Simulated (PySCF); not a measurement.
## Core-level binding energies of bicarbonate

Species: bicarbonate, CHO3 (charge -1).
SMILES with atom numbers: `[O:1]=[C:2]([O-:3])[OH:4]`

Computed, not measured: PySCF 2.14.0, delta-SCF UKS SCAN, pcX-2 on the ionised atom, pcseg-1 elsewhere, spin-free X2C. These are vertical core ionisation energies against the vacuum level, from separate self-consistent calculations with and without the core hole.

Question: What binding energy does each computed site have?

Answer: 
```
atom(s)           environment  level  binding energy (eV)  above the level's lowest (eV)  count
     O4  acid hydroxyl oxygen   O 1s               533.25                          +2.23      1
  O1/O3    oxygen bonded to C   O 1s               531.02                           0.00      2
     C2      carbonate carbon   C 1s               289.00                           0.00      1
```

The listed O 1s values span 2.23 eV, from O1/O3 (bonded to C) to O4 (bonded to C and H).

Question: Which photon wavelength matches the C 1s of C2 threshold?

Answer: λ = hc/E = 12398.42 eV Å / 289.00 eV = 42.901 Å.

Question: Which photon energy gives electrons from C 1s of C2 a kinetic energy of 150 eV, and what is their de Broglie wavelength?

Answer: hν = 289.00 + 150 = 439.00 eV, recoil neglected; λ = 12.264 Å/√(E/eV) = 1.00 Å.

One atom of each set of topologically equivalent atoms was ionised and stands for the set; in this conformer not all members are related by symmetry, and their own values weren't computed. The species carries charge -1, so core ionisation leaves a neutral species. The basis sets have no added diffuse functions. One conformer (not necessarily the lowest) at the PBE0-D3(BJ)/def2-SVP geometry, without solvent, vibrations or thermal averaging. The geometry's basis has no diffuse functions, a weakness for an anion.

Conformer computed: `[O:1]=[C:2]([O-:3])[OH:4]`: H–O4–C2–O1 0°.
